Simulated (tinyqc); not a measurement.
Worked calculation: UKS/PBE0 in the sto-6g basis, for H2O+, spin multiplicity 2. One step of it, computed by the program tinyqc.

Problem. Iteration 28 (converged): orbitals. Diagonalise F' = X^T F X, C = X C', fill 5 alpha and 4 beta electrons from the bottom; D(s) = C_occ C_occ^T. Each column has its largest component positive (the first on a tie).

converged F(alpha) (hartree):
```
             1O 1s      1O 2s     1O 2px     1O 2py     1O 2pz      2H 1s      3H 1s
1O 1s   -19.983728  -4.861005   0.000000   0.000000  -0.026037  -1.371374  -1.371374
1O 2s    -4.861005  -2.679709   0.000000   0.000000  -0.210817  -1.247021  -1.247021
1O 2px    0.000000   0.000000  -0.906263   0.000000   0.000000   0.000000   0.000000
1O 2py    0.000000   0.000000   0.000000  -0.956451   0.000000  -0.475566   0.475566
1O 2pz   -0.026037  -0.210817   0.000000   0.000000  -0.904779  -0.453516  -0.453516
2H 1s    -1.371374  -1.247021   0.000000  -0.475566  -0.453516  -1.033292  -0.567908
3H 1s    -1.371374  -1.247021   0.000000   0.475566  -0.453516  -0.567908  -1.033292
```

converged F(beta) (hartree):
```
             1O 1s      1O 2s     1O 2px     1O 2py     1O 2pz      2H 1s      3H 1s
1O 1s   -19.961287  -4.842641   0.000000   0.000000  -0.025674  -1.366183  -1.366183
1O 2s    -4.842641  -2.582407   0.000000   0.000000  -0.206759  -1.216055  -1.216055
1O 2px    0.000000   0.000000  -0.579301   0.000000   0.000000   0.000000   0.000000
1O 2py    0.000000   0.000000   0.000000  -0.918340   0.000000  -0.470976   0.470976
1O 2pz   -0.025674  -0.206759   0.000000   0.000000  -0.870652  -0.449013  -0.449013
2H 1s    -1.366183  -1.216055   0.000000  -0.470976  -0.449013  -1.027120  -0.558144
3H 1s    -1.366183  -1.216055   0.000000   0.470976  -0.449013  -0.558144  -1.027120
```

X:
```
            1O 1s      1O 2s    1O 2px     1O 2py     1O 2pz      2H 1s      3H 1s
1O 1s    1.023068  -0.142215  0.000000   0.000000  -0.010936   0.021034   0.021034
1O 2s   -0.142215   1.312929  0.000000   0.000000   0.141869  -0.345217  -0.345217
1O 2px   0.000000   0.000000  1.000000   0.000000   0.000000   0.000000   0.000000
1O 2py   0.000000   0.000000  0.000000   1.137727   0.000000  -0.265072   0.265072
1O 2pz  -0.010936   0.141869  0.000000   0.000000   1.068915  -0.168169  -0.168169
2H 1s    0.021034  -0.345217  0.000000  -0.265072  -0.168169   1.270292  -0.112442
3H 1s    0.021034  -0.345217  0.000000   0.265072  -0.168169  -0.112442   1.270292
```

Give: F' = X^T F X; orbital energies; coefficients C; F' = X^T F X; orbital energies; coefficients C; D(alpha) after iteration 28; D(beta) after iteration 28.

Solution.

F' = X^T F X (alpha) (hartree):
```
          1        2        3        4        5        6        7
1  -19.6603  -2.4122   0.0000   0.0000  -0.0263  -0.2655  -0.2655
2   -2.4122  -1.6051   0.0000   0.0000  -0.0284  -0.4551  -0.4551
3    0.0000   0.0000  -0.9063   0.0000   0.0000   0.0000   0.0000
4    0.0000   0.0000   0.0000  -0.7298   0.0000  -0.3560   0.3560
5   -0.0263  -0.0284   0.0000   0.0000  -0.7939  -0.2499  -0.2499
6   -0.2655  -0.4551   0.0000  -0.3560  -0.2499  -0.4376  -0.1106
7   -0.2655  -0.4551   0.0000   0.3560  -0.2499  -0.1106  -0.4376
```

orbital energies (alpha) (hartree): MO1 -19.9878, MO2 -1.6571, MO3 -1.0706, MO4 -0.9063, MO5 -0.8774, MO6 -0.0852, MO7 0.0138

coefficients C (alpha):
```
            MO1      MO2      MO3     MO4      MO5      MO6      MO7
1O 1s    0.9960  -0.2277   0.0000  0.0000   0.0984  -0.1195   0.0000
1O 2s    0.0197   0.8784   0.0000  0.0000  -0.5107   0.9847   0.0000
1O 2px   0.0000   0.0000   0.0000  1.0000   0.0000   0.0000   0.0000
1O 2py   0.0000   0.0000   0.7320  0.0000   0.0000   0.0000  -0.9482
1O 2pz   0.0043   0.2443   0.0000  0.0000   0.8363   0.6785   0.0000
2H 1s   -0.0054   0.0920   0.3286  0.0000   0.1815  -0.8813   0.9583
3H 1s   -0.0054   0.0920  -0.3286  0.0000   0.1815  -0.8813  -0.9583
```

F' = X^T F X (beta) (hartree):
```
          1        2        3        4        5        6        7
1  -19.6401  -2.4079   0.0000   0.0000  -0.0264  -0.2658  -0.2658
2   -2.4079  -1.4938   0.0000   0.0000  -0.0181  -0.4514  -0.4514
3    0.0000   0.0000  -0.5793   0.0000   0.0000   0.0000   0.0000
4    0.0000   0.0000   0.0000  -0.6865   0.0000  -0.3583   0.3583
5   -0.0264  -0.0181   0.0000   0.0000  -0.7570  -0.2510  -0.2510
6   -0.2658  -0.4514   0.0000  -0.3583  -0.2510  -0.4445  -0.1093
7   -0.2658  -0.4514   0.0000   0.3583  -0.2510  -0.1093  -0.4445
```

orbital energies (beta) (hartree): MO1 -19.9650, MO2 -1.5761, MO3 -1.0471, MO4 -0.8398, MO5 -0.5793, MO6 -0.0639, MO7 0.0254

coefficients C (beta):
```
            MO1      MO2      MO3      MO4     MO5      MO6      MO7
1O 1s    0.9963  -0.2203   0.0000   0.1053  0.0000  -0.1254   0.0000
1O 2s    0.0185   0.8335   0.0000  -0.5389  0.0000   1.0085   0.0000
1O 2px   0.0000   0.0000   0.0000   0.0000  1.0000   0.0000   0.0000
1O 2py   0.0000   0.0000   0.7096   0.0000  0.0000   0.0000   0.9651
1O 2pz   0.0041   0.2505   0.0000   0.8276  0.0000   0.6868   0.0000
2H 1s   -0.0051   0.1229   0.3510   0.1795  0.0000  -0.8780  -0.9503
3H 1s   -0.0051   0.1229  -0.3510   0.1795  0.0000  -0.8780   0.9503
```

D(alpha) after iteration 28:
```
          1O 1s    1O 2s  1O 2px   1O 2py   1O 2pz    2H 1s    3H 1s
1O 1s    1.0536  -0.2306  0.0000   0.0000   0.0309  -0.0085  -0.0085
1O 2s   -0.2306   1.0329  0.0000   0.0000  -0.2125  -0.0120  -0.0120
1O 2px   0.0000   0.0000  1.0000   0.0000   0.0000   0.0000   0.0000
1O 2py   0.0000   0.0000  0.0000   0.5358   0.0000   0.2405  -0.2405
1O 2pz   0.0309  -0.2125  0.0000   0.0000   0.7591   0.1743   0.1743
2H 1s   -0.0085  -0.0120  0.0000   0.2405   0.1743   0.1494  -0.0665
3H 1s   -0.0085  -0.0120  0.0000  -0.2405   0.1743  -0.0665   0.1494
```

D(beta) after iteration 28:
```
          1O 1s    1O 2s  1O 2px   1O 2py   1O 2pz    2H 1s    3H 1s
1O 1s    1.0522  -0.2218  0.0000   0.0000   0.0360  -0.0133  -0.0133
1O 2s   -0.2218   0.9854  0.0000   0.0000  -0.2371   0.0056   0.0056
1O 2px   0.0000   0.0000  0.0000   0.0000   0.0000   0.0000   0.0000
1O 2py   0.0000   0.0000  0.0000   0.5035   0.0000   0.2490  -0.2490
1O 2pz   0.0360  -0.2371  0.0000   0.0000   0.7477   0.1793   0.1793
2H 1s   -0.0133   0.0056  0.0000   0.2490   0.1793   0.1706  -0.0758
3H 1s   -0.0133   0.0056  0.0000  -0.2490   0.1793  -0.0758   0.1706
```
